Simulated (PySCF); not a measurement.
An unknown shows these calculated signals:

1H NMR (400 MHz, computed): δ 7.93 (m, 1H), 7.09 (s, 1H), 6.63 (m, 1H), 6.21 (m, 1H).

13C{1H} NMR (computed): δ 151.1 (CH), 139.2 (CH2), 132.4 (CH), 114.8 (C).

Gas phase, relativity neglected, single conformer. Coordinates at the GFN2-xTB level; shielding tensors at PBE0/pcSseg-1 (GIAO); PySCF 2.14.

Referencing at the same level of theory: 1H and 13C vs TMS.

Q: Which of these does the molecule contain: a vinyl group CH=CH2, a non-aromatic C=C double bond, an NH or NH2 group, a C≡C triple bond, a ketone, a nitrile?

A: 
- A vinyl group CH=CH2: yes (δC 139.2, 151.1; δH 6.21 (m), 6.63 (m), 7.93 (m)).
- A non-aromatic C=C double bond: yes.
- An NH or NH2 group: no.
- A C≡C triple bond: no.
- A ketone: no.
- A nitrile: yes (δC 114.8).

The data belong to `C=C/N=C\C#N`, C$_{4}$H$_{4}$N$_{2}$; they needn't prove each group on their own.

Carbon signals by region: 4 in the sp2 and nitrile region (100–160 ppm).

Shifts are as computed. Against solution values, carbons near 30 ppm lie about +3 ppm off and those near 130 ppm about +5 ppm (rms about the fit 2.1 ppm; single classes can miss by 10 ppm). Of 1328 compounds with measured shifts, 309 miss one by over three times the rms of a fit or turn the order of signals round; such compounds aren't used in these exercises. Signals without a measured value on file couldn't be tested in this way; 1H shifts scatter by 0.2 ppm about their fit, and single ones miss by 0.5 ppm. No couplings were computed; multiplicities are counted from neighbouring protons, with m where these are inequivalent, close in shift, in a saturated or five-membered ring or joined by F or P, and br s for small geminal =CH2 splittings.
